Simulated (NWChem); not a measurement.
# ethane (C$_{2}$H$_{6}$); SMILES CC

```xyz
8

C      0.0000     0.0000     0.7593
C      0.0000     0.0000    -0.7593
H     -0.7193     0.7193     1.1579
H      0.9826     0.2633     1.1579
H     -0.2633    -0.9826     1.1579
H     -0.9826    -0.2633    -1.1579
H      0.7193    -0.7193    -1.1579
H      0.2633     0.9826    -1.1579
```
Atoms are numbered in this order, from 1.

Results from NWChem. All runs use the structure optimised with PBE0-D3(BJ)/def2-TZVP.

For level Hartree-Fock/def2-SVP:

```
Quantity          Result
----------------  ------
orbital gap (eV)   18.13
```

Task: Estimate the same quantities for level Hartree-Fock/def2-TZVP.

Result: 
| Quantity | Result |
|---|---|
| orbital gap (eV) | 17.06 |
